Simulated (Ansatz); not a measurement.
Ansatz (a first-principles code) input (HF/6-31G*):

Ansatz 0.2 input:
```yaml
crystal:
  periodic: [false, false, false]
  atoms:
    - {symbol: C, position_ang: [-0.00000000, -0.00000000, -0.00000000]}
    - {symbol: H, position_ang: [0.00360111, 1.07859343, -0.02702022]}
    - {symbol: H, position_ang: [0.93257816, -0.54247981, 0.01097634]}
    - {symbol: H, position_ang: [-0.93617928, -0.53611362, 0.01604388]}
basis:
  gaussian:
    orbitals: 6-31G*
hamiltonian:
  xc: {name: HF}
magnetization: {spin_polarized: true, initial_magnetization: 1}
relax: {f_tol: 0.003, max_steps: 120}
```

Output:

```
Functional definition: HF
integrals: 0.00 GiB planned
262 factors; integrals over basis functions are off by at most 4.8e-4 eV
mean field: 0.04 GiB planned
mean field evaluation 1: about -1075.9304 eV, gradient 9.6e0 eV
mean field evaluation 2: about -1075.9293 eV, gradient 9.6e0 eV
mean field evaluation 4: about -1076.4438 eV, gradient 9.0e-1 eV
mean field evaluation 8: about -1076.4526 eV, gradient 1.6e-3 eV
mean field -1076.45260977 eV, -39.5589037633 hartree, gradient 8.6e-6 eV, S^2 0.761806; 0 other end points of the search recorded, 0 dependent functions left out
the calculation of the forces begins
reference -1076.45260977 eV, -39.5589037633 hartree; 5, 4 occupied and 16, 17 virtual orbitals, 262 factors
relax step   1: F+E_penalty+E_count = -1076.45260977 eV  Δ(F+E_penalty+E_count) = +0.000e0 eV  max|allowed force component| = 2.502e-1 eV/Å  Δτ_max = 0.0000 Å  (28 SCF iters, accepted)
these checks for a lower state are left out or cut short: starts, cluster_reference, orbital_swaps, neighbouring_geometries, increment
integrals: 0.00 GiB planned
262 factors; integrals over basis functions are off by at most 4.7e-4 eV
mean field: 0.04 GiB planned
mean field evaluation 16: about -1076.4549 eV, gradient 1.3e-5 eV
mean field -1076.45492886 eV, -39.5589889882 hartree, gradient 1.3e-5 eV, S^2 0.761545; 0 other end points of the search recorded, 0 dependent functions left out
the calculation of the forces begins
reference -1076.45492886 eV, -39.5589889882 hartree; 5, 4 occupied and 16, 17 virtual orbitals, 262 factors
relax step   2: F+E_penalty+E_count = -1076.45492886 eV  Δ(F+E_penalty+E_count) = -2.319e-3 eV  max|allowed force component| = 4.788e-2 eV/Å  Δτ_max = 0.0052 Å  (23 SCF iters, accepted)
these checks for a lower state are left out or cut short: starts, cluster_reference, orbital_swaps, neighbouring_geometries, increment
integrals: 0.00 GiB planned
262 factors; integrals over basis functions are off by at most 4.7e-4 eV
mean field: 0.04 GiB planned
mean field -1076.45501528 eV, -39.5589921642 hartree, gradient 1.5e-5 eV, S^2 0.761485; 0 other end points of the search recorded, 0 dependent functions left out
the calculation of the forces begins
reference -1076.45501528 eV, -39.5589921642 hartree; 5, 4 occupied and 16, 17 virtual orbitals, 262 factors
relax step   3: F+E_penalty+E_count = -1076.45501528 eV  Δ(F+E_penalty+E_count) = -8.642e-5 eV  max|allowed force component| = 4.792e-4 eV/Å  Δτ_max = 0.0012 Å  (23 SCF iters, accepted)
integrals: 0.00 GiB planned
262 factors; integrals over basis functions are off by at most 4.7e-4 eV
mean field: 0.04 GiB planned
mean field evaluation 32: about -1076.4551 eV, gradient 1.4e-4 eV
mean field -1076.45501528 eV, -39.5589921642 hartree, gradient 1.5e-5 eV, S^2 0.761485; 1 other end points of the search recorded, 0 dependent functions left out
the calculation of the forces begins
reference -1076.45501528 eV, -39.5589921642 hartree; 5, 4 occupied and 16, 17 virtual orbitals, 262 factors
Total energy: -1076.45501528 eV, -39.5589921642 hartree
Atom 0 at    -0.000000    -0.000000     0.000000 Å, force     0.000000     0.000000    -0.000000 eV/Å
Atom 1 at     0.003580     1.072213    -0.026860 Å, force     0.000002     0.000479    -0.000012 eV/Å
Atom 2 at     0.927061    -0.539271     0.010911 Å, force     0.000414    -0.000241     0.000005 eV/Å
Atom 3 at    -0.930641    -0.532942     0.015949 Å, force    -0.000416    -0.000238     0.000007 eV/Å
Dipole moment:     0.000000     0.000000    -0.000000 e Å
```
